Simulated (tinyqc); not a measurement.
Inside a calculation. Method: CIS and TDHF on RHF in the sto-3g basis, frozen core, for H2O, spin multiplicity 1. One step of it, computed by the program tinyqc.

Problem. TDHF (RPA) singlet states. B(ia,jb) = 2 (ia|jb) - (ib|ja); the squared energies are the eigenvalues of (A - B)(A + B); 1 hartree = 27.211386 eV.

CIS matrix A, singlet (hartree), lower triangle:
```
           2>6        2>7        3>6        3>7       4>6       4>7       5>6       5>7
2>6   1.589346
2>7   0.016573   1.619359
3>6   0.009480   0.023461   0.855694
3>7  -0.056710  -0.009055  -0.030407   1.107011
4>6   0.050706   0.017688   0.031799  -0.106243  0.752458
4>7   0.014583  -0.019091  -0.029016  -0.021896  0.002186  0.828750
5>6   0.000000   0.000000   0.000000   0.000000  0.000000  0.000000  0.568104
5>7   0.000000   0.000000   0.000000   0.000000  0.000000  0.000000  0.009463  0.632640
```

Two-electron integrals over orbitals (pq|rs), unique and non-zero (hartree); the lowest 1 orbital is frozen and left out:
```
(22|22) 0.744719    (32|22) -0.007024   (32|32) 0.148473    (33|22) 0.669081
(33|32) 0.003176    (33|33) 0.660345    (42|22) 0.021069    (42|32) 0.000184
(42|33) 0.006454    (42|42) 0.114878    (43|22) -0.002590   (43|32) 0.010690
(43|33) -0.002127   (43|42) 0.004797    (43|43) 0.046799    (44|22) 0.670060
(44|32) 0.002959    (44|33) 0.616624    (44|42) -0.103477   (44|43) -0.007035
(44|44) 0.805658    (52|52) 0.140558    (53|52) 0.002615    (53|53) 0.030917
(54|52) -0.051476   (54|53) -0.001825   (54|54) 0.061505    (55|22) 0.745641
(55|32) 0.000942    (55|33) 0.649443    (55|42) -0.066112   (55|43) -0.006283
(55|44) 0.737464    (55|55) 0.880159    (62|22) -0.146561   (62|32) -0.007850
(62|33) -0.086782   (62|42) -0.014104   (62|43) 0.008242    (62|44) -0.088987
(62|55) -0.160675   (62|62) 0.105067    (63|22) -0.027259   (63|32) 0.028023
(63|33) -0.019771   (63|42) 0.015941    (63|43) 0.022769    (63|44) -0.030998
(63|55) -0.038693   (63|62) 0.022926    (63|63) 0.063534    (64|22) -0.079685
(64|32) 0.016284    (64|33) -0.042343   (64|42) 0.037277    (64|43) 0.002260
(64|44) -0.120432   (64|55) -0.105651   (64|62) 0.053624    (64|63) 0.023823
(64|64) 0.066784    (65|52) -0.058211   (65|53) -0.005837   (65|54) 0.004854
(65|65) 0.039272    (66|22) 0.637463    (66|32) 0.036373    (66|33) 0.590097
(66|42) 0.056542    (66|43) 0.015846    (66|44) 0.561890    (66|55) 0.604929
(66|62) -0.101175   (66|63) 0.010797    (66|64) -0.034134   (66|66) 0.627793
(72|22) -0.033012   (72|32) 0.027611    (72|33) -0.017161   (72|42) 0.000724
(72|43) -0.037762   (72|44) -0.023718   (72|55) -0.037103   (72|62) 0.011475
(72|63) -0.032814   (72|64) 0.014475    (72|66) -0.028140   (72|72) 0.060977
(73|22) 0.111872    (73|32) 0.009264    (73|33) 0.088087    (73|42) -0.079995
(73|43) -0.001393   (73|44) 0.155972    (73|55) 0.175105    (73|62) -0.072900
(73|63) -0.019666   (73|64) -0.070988   (73|66) 0.038751    (73|72) -0.024725
(73|73) 0.148716    (74|22) -0.008931   (74|32) -0.080523   (74|33) -0.009589
(74|42) 0.003212    (74|43) 0.009906    (74|44) -0.018917   (74|55) -0.015383
(74|62) 0.012922    (74|63) -0.032375   (74|64) -0.004759   (74|66) -0.028626
(74|72) -0.010649   (74|73) -0.018960   (74|74) 0.071279    (75|52) -0.013286
(75|53) 0.022378    (75|54) 0.002077    (75|65) 0.003637    (75|75) 0.023566
(76|22) 0.006377    (76|32) -0.089090   (76|33) -0.008926   (76|42) 0.011262
(76|43) -0.035734   (76|44) -0.011704   (76|55) -0.002189   (76|62) -0.009220
(76|63) -0.045580   (76|64) -0.013592   (76|66) -0.032263   (76|72) 0.015243
(76|73) -0.017455   (76|74) 0.050830    (76|76) 0.094900    (77|22) 0.634443
(77|32) -0.040394   (77|33) 0.624318    (77|42) -0.002208   (77|43) -0.016024
(77|44) 0.609761    (77|55) 0.624154    (77|62) -0.070040   (77|63) -0.036424
(77|64) -0.038895   (77|66) 0.566181    (77|72) -0.009704   (77|73) 0.069254
(77|74) 0.018201    (77|76) 0.031357    (77|77) 0.640788
```

Give: TDHF matrix B, singlet; squared energies w^2; TDHF energies from the positive w^2.

Solution.

TDHF matrix B, singlet (hartree), lower triangle:
```
         2>6      2>7      3>6      3>7      4>6     4>7     5>6     5>7
2>6   0.1051
2>7   0.0115   0.0610
3>6   0.0229   0.0073   0.0635
3>7  -0.1130  -0.0247  -0.0197   0.1487
4>6   0.0536   0.0160   0.0238  -0.1096   0.0668
4>7   0.0114  -0.0106   0.0062  -0.0190  -0.0048  0.0713
5>6   0.0000   0.0000   0.0000   0.0000   0.0000  0.0000  0.0393
5>7   0.0000   0.0000   0.0000   0.0000   0.0000  0.0000  0.0036  0.0236
```

squared energies w^2 (hartree^2): 0.3197  0.4013  0.5111  0.6452  0.7603  1.2309  2.4993  2.6445

TDHF energies from the positive w^2 (eV): 15.3866  17.2380  19.4533  21.8572  23.7276  30.1899  43.0194  44.2508
